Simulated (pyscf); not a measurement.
Structures and frequencies: ωB97X-D3(BJ)/def2-SVP in PySCF.

### Question
PBE/def2-TZVP puts the barrier of H₂C=CH–Ga(OH)–OH -> O=Ga–OH + ethylene (H₂C=CH₂) (elimination; singlet surface; H–O, C–Ga broken, C–H formed) at 260.6 kJ/mol and the reaction energy at +187.7 kJ/mol, from the reactant's lowest minimum found. What do B3LYP-D3(BJ)/def2-TZVP, M06-2X/def2-TZVP, ωB97M-D3(BJ)/def2-TZVP give on the same structures?

### Answer
B3LYP-D3(BJ): ΔE‡ = 293.8 kJ/mol, ΔE = +209.8 kJ/mol; M06-2X: ΔE‡ = 309.2 kJ/mol, ΔE = +249.6 kJ/mol; ωB97M-D3(BJ): ΔE‡ = 302.9 kJ/mol, ΔE = +225.9 kJ/mol. PBE's barrier lies under all of them, by 33.2 to 48.6 kJ/mol. Its reaction energy lies under all of them, by 22.1 to 61.9 kJ/mol. Much of the shift in the barrier follows the reaction energy. On the reactant side the descent ends in a point that may be a rotor saddle (no frequency run), 8.7 kJ/mol over the lowest minimum found and 298.8 kJ/mol under the saddle at ωB97X-D3(BJ)/def2-TZVP. On the product side the descent ends in a bound adduct, 40.4 kJ/mol under the separated species and 109.0 kJ/mol under the saddle at ωB97X-D3(BJ)/def2-TZVP. One saddle was located; it need not be the lowest between these sides. Elements up to Kr have no core potential and no relativistic terms here.
